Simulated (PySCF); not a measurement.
Compound: 2-methyloxazole, C₄H₅NO.
Atom-mapped SMILES: `[CH3:1][c:2]1[n:3][cH:4][cH:5][o:6]1` (hydrogens: H7, H8, H9 on C1; H10 on C4; H11 on C5)

Method: PBE0-D3(BJ)/def2-SVP geometry optimisation, gas phase (PySCF 2.14.0); density fitting, grid level 1; the optimiser is geomeTRIC in internal coordinates, started from an MMFF94s structure with every atom displaced at random (about 0.03 Å).

At the end of the run (lengths in Å): N3–C4 1.379, C1–C2 1.480, C4–H10 1.088, C1–H8 1.101, C1–H7 1.096, C2–O6 1.350, C5–H11 1.086, N3–C4–C5 108.9°, C4–C5–O6 107.5°, C1–C2–N3 128.6°, N3–C2–O6 113.4°, H11–C5–C4–N3 180°, H11–C5–O6–C2 180°.

**Question.** These geometries were met on the way; a selection of coordinates is given. Order them by energy above the end point, lowest first.
A. N3–C4 1.378, C1–C2 1.484, C4–H10 1.088, C1–H8 1.099, C1–H7 1.095, C2–O6 1.352, C5–H11 1.086, N3–C4–C5 108.7°, C4–C5–O6 107.8°, C1–C2–N3 128.3°, N3–C2–O6 113.9°, H11–C5–C4–N3 179°, H11–C5–O6–C2 -179°
B. N3–C4 1.400, C1–C2 1.515, C4–H10 1.111, C1–H8 1.109, C1–H7 1.109, C2–O6 1.359, C5–H11 1.088, N3–C4–C5 108.9°, C4–C5–O6 108.4°, C1–C2–N3 126.7°, N3–C2–O6 114.6°, H11–C5–C4–N3 167°, H11–C5–O6–C2 -174°
C. N3–C4 1.516, C1–C2 1.399, C4–H10 1.009, C1–H8 1.166, C1–H7 1.045, C2–O6 1.392, C5–H11 1.050, N3–C4–C5 102.9°, C4–C5–O6 112.9°, C1–C2–N3 125.4°, N3–C2–O6 115.7°, H11–C5–C4–N3 176°, H11–C5–O6–C2 -177°
D. N3–C4 1.387, C1–C2 1.494, C4–H10 1.094, C1–H8 1.101, C1–H7 1.097, C2–O6 1.354, C5–H11 1.086, N3–C4–C5 108.7°, C4–C5–O6 106.9°, C1–C2–N3 131.1°, N3–C2–O6 112.6°, H11–C5–C4–N3 179°, H11–C5–O6–C2 -177°

**Answer.** A (0.006 eV), D (0.070 eV), B (0.205 eV), C (0.871 eV).

| step | E above end (eV) | rms distance from the end, all atoms (Å) | largest force (eV/Å) | rms shift of all bonds from the end (Å) |
| --- | --- | --- | --- | --- |
| 3 | 0.006 | 0.010 | 0.423 | 0.002 |
| 2 | 0.070 | 0.042 | 0.957 | 0.006 |
| 1 | 0.205 | 0.070 | 2.558 | 0.017 |
| 0 | 0.871 | 0.063 | 8.058 | 0.062 |

Rows stand in the order of the answer.
